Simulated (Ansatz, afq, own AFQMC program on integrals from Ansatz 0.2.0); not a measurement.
# BH4, doublet: AFQMC among the cluster methods

```tsv
atom	x (Å)	y (Å)	z (Å)
H	-1.9803	0.0000	0.0000
H	-1.2353	0.0000	0.0000
B	0.1727	0.0000	0.0000
H	0.6818	0.0000	1.0770
H	0.6818	0.0000	-1.0770
```

Basis cc-pVTZ. Noble-gas cores (and the filled d shells of Ga–Kr and In–Xe) are frozen. Ansatz 0.2.0 and our own AFQMC program on the same integrals; the CISD trial comes from CCSD amplitudes, and released means the phaseless constraint is let go. ± is one standard error of the sampling.

Determinant: UHF, the one that the program's search chose, which needn't be the lowest solution. The geometry is a point of a scan.

No full CI on the walks' own integrals is used here; CCSDT(Q) serves as the reference and is uncertain by about the last step of the cluster series.

* T1 diagnostic: 0.0118
* weight of the determinant in the CISD state: 0.930
* ⟨S²⟩ of the determinant: 0.768
* size of the correlated space: 7 electrons in 85 orbitals

Reference: CCSDT(Q), correlation energy -4.217 eV. The released energy is read at 2.40 1/Eh (meV from the phaseless value at times in 1/Eh: 1.8 ± 1.5 at 0.24, 2.4 ± 1.7 at 0.51, 1.5 ± 1.9 at 0.99, 0.1 ± 1.9 at 1.62, -1.4 ± 1.3 at 2.40).

```json
{"level": "HF", "E − E(reference) (mEh)": "154.98", "share of correlation (%)": "0.00"}
{"level": "MP2", "E − E(reference) (mEh)": "29.92", "share of correlation (%)": "80.69"}
{"level": "CCSD", "E − E(reference) (mEh)": "3.80", "share of correlation (%)": "97.55"}
{"level": "CCSD(T)", "E − E(reference) (mEh)": "0.68", "share of correlation (%)": "99.56"}
{"level": "CCSDT", "E − E(reference) (mEh)": "0.07", "share of correlation (%)": "99.96"}
{"level": "ph-AFQMC/CISD", "E − E(reference) (mEh)": "0.11 ± 0.07", "share of correlation (%)": "99.93"}
{"level": "released AFQMC", "E − E(reference) (mEh)": "0.06 ± 0.05", "share of correlation (%)": "99.96"}
```

A walk keeps the symmetry of its determinant, which the program's search chose and which needn't be the lowest solution, so a lower state of the same spin and another symmetry isn't excluded. Released energies are given only where the last usable release times agree within the noise; a slower fall can still hide under it.
